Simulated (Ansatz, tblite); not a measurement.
How well does each level of theory give the band gap of 2H WSe2?

Reference value: 1.2 eV (measured, room temperature, no zero-point or thermal correction, bulk 2H; as tabulated in Bastos et al. (2019), arXiv:1903.08112).

| level (code) | value (eV) | cell (Å³/atom) |
|---|---|---|
| GFN1-xTB (tblite) | 1.89 | 19.24 |
| GFN2-xTB (tblite) | 0.13 | 20.56 |
| IPEA1-xTB (tblite) | 2.23 | 19.17 |
| LDA+SOC (Ansatz) | … | 20.15 |
| PBE+SOC (Ansatz) | 0.87 (indirect) | 20.15 |
| PBEsol+SOC (Ansatz) | 0.84 (indirect) | 20.15 |
| r²SCAN+SOC (Ansatz) | 1.00 (indirect) | 20.15 |
| HSE06+SOC (Ansatz) | … | 20.15 |

Problem. Complete the blanks.

Solution. 
- LDA+SOC (Ansatz, a program for electronic structure), value (eV): 0.82 (indirect)
- HSE06+SOC (Ansatz), value (eV): 1.32 (indirect)

Differences against the reference: GFN1-xTB +0.69 eV, GFN2-xTB -1.07 eV, IPEA1-xTB +1.03 eV, LDA+SOC -0.38 eV, PBE+SOC -0.33 eV, PBEsol+SOC -0.36 eV, r²SCAN+SOC -0.20 eV, HSE06+SOC +0.12 eV.

Leaving aside GFN1-xTB (doubt noted below), GFN2-xTB (doubt noted below), IPEA1-xTB (doubt noted below): Once the reference is moved by up to 0.15 eV (a margin picked here for doubts on the reference and the settings, and for temperature and zero-point motion) and values within 0.03 eV count as equal, the nearest can be HSE06+SOC (+0.12 eV) or r²SCAN+SOC (-0.20 eV).

Density-functional gaps are differences of (generalised) Kohn–Sham levels of a static lattice; semilocal ones lie below quasiparticle gaps as a rule. Measured gaps hold zero-point and thermal shifts unless a correction is named. Levels without +SOC have no spin–orbit coupling; where heavier elements are present it shifts gaps, mostly down, and can invert bands.  GFN1-xTB, GFN2-xTB, IPEA1-xTB: the gap is read on the k mesh or supercell of the run alone and can be too large. GFN1-xTB, GFN2-xTB: the method was fitted mainly to molecules. IPEA1-xTB: this parameter set was refitted to ionisation energies, not structures. Values are at the measured cell; GFN1-xTB at the level's own equilibrium cell; GFN2-xTB at the level's own relaxed cell; IPEA1-xTB at the level's own equilibrium cell. Cutoffs and k meshes differ between the levels. Ansatz's density-functional and Hartree–Fock values are scalar-relativistic unless marked +SOC, with PAW data made under PBE.

Differences are worked out from the printed values.
